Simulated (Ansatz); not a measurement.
Ansatz (a program for electronic structure) input (wB97X/def2-TZVPD):

Ansatz 0.2 input:
```yaml
crystal:
  periodic: [false, false, false]
  atoms:
    - {symbol: C, position_ang: [0.00053452, 0.00126565, 0.33943617]}
    - {symbol: H, position_ang: [0.00225136, 0.00533085, 1.42969220]}
    - {symbol: F, position_ang: [0.00598628, 1.25541479, -0.13307438]}
    - {symbol: F, position_ang: [1.08434551, -0.63379114, -0.12772827]}
    - {symbol: F, position_ang: [-1.09093829, -0.62305973, -0.12434282]}
basis:
  gaussian:
    orbitals: def2-TZVPD
hamiltonian:
  xc: {name: wB97X}
```

Output:

```
Functional definition: wB97X
integrals: 0.08 GiB planned
816 factors; their error is unknown
integrals: 0.12 GiB planned
239 factors; integrals over basis functions are off by at most 1.9e-5 eV
mean field: 0.79 GiB planned
mean field evaluation 1: about -9203.6046 eV, gradient 4.3e1 eV
mean field evaluation 2: about -9203.4919 eV, gradient 4.7e1 eV
mean field evaluation 4: about -9206.1806 eV, gradient 4.1e-1 eV
mean field evaluation 8: about -9206.1860 eV, gradient 8.8e-3 eV
mean field -9206.18600955 eV, -338.3210956739 hartree, gradient 7.7e-5 eV, S^2 0.000000; 0 other end points of the search recorded, 0 dependent functions left out
reference -9206.18596549 eV, -338.3210940549 hartree; 17, 17 occupied and 149, 149 virtual orbitals, 816 factors
Total energy: -9206.18596549 eV, -338.3210940549 hartree
```
